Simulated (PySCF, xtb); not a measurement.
**Two structures of BClH2Si**

Structure I: `B[Si]Cl`, a triplet. Structure II: a singlet given by its coordinates. Both are isolated molecules in the gas phase, relaxed with PBE0-D3(BJ)/def2-SVP; the shapes shown needn't be the lowest conformers.

I (Å):

```yaml
atoms:
  - { symbol: B, position_ang: [-1.7325, 0.2109, -1.2632] }
  - { symbol: Cl, position_ang: [-0.5946, -2.5473, -3.0501] }
  - { symbol: Si, position_ang: [-1.6078, -1.7176, -1.4487] }
  - { symbol: H, position_ang: [-2.3321, 0.6499, -0.3154] }
  - { symbol: H, position_ang: [-1.1971, 0.8765, -2.1160] }
```

II (Å):

```tsv
atom	x (Å)	y (Å)	z (Å)
B	0.1041	-0.1050	0.2282
Cl	-0.8553	-0.4087	-1.6834
Si	-1.7836	-0.6782	0.2955
H	0.9863	-0.9317	0.2880
H	0.3779	1.0731	0.2749
```

Close contacts (Å): B1–Cl2 2.16, B1–Si3 1.97, Cl2–Si3 2.20, B1–H4 1.21, B1–H5 1.21.

Problem. Estimate which is lower in electronic energy at CCSD(T)/def2-TZVP, and by roughly how much.

Solution. The CCSD(T)/def2-TZVP calculation puts structure II lower, by 0.553 eV.

Level by level:

```tsv
level	geometry	E(II) − E(I) (eV)	departure from the last row (eV)	job, with rough time for the two
HF/STO-3G	GFN2-xTB	−0.488	+0.064	single point, 2.5 s
r2SCAN-D4/def2-SVP	GFN2-xTB	−0.172	+0.381	single point, 98 s
PBE0-D3(BJ)/def2-SVP	PBE0-D3(BJ)/def2-SVP	−0.435	+0.117	optimisation, 2.4 min
HF/def2-TZVP	PBE0-D3(BJ)/def2-SVP	+0.225	+0.777	part of the CCSD(T) run
MP2/def2-TZVP	PBE0-D3(BJ)/def2-SVP	−0.544	+0.008	part of the CCSD(T) run
CCSD(T)/def2-TZVP	PBE0-D3(BJ)/def2-SVP	−0.553		single point, 5.6 min
```

HF/def2-TZVP puts the two in the other order. The largest departure from CCSD(T)/def2-TZVP is that of HF/def2-TZVP, 0.777 eV. No reliable frequencies are at hand for I or II, so they aren't confirmed as minima. The triplet state of I needn't be its ground state.

Open shells are spin-unrestricted. The correlated steps freeze 11 core orbitals. Codes used: PySCF 2.14.0, xtb 6.7.1; the last row on 2 threads of Arm Neoverse N1 on a shared host.
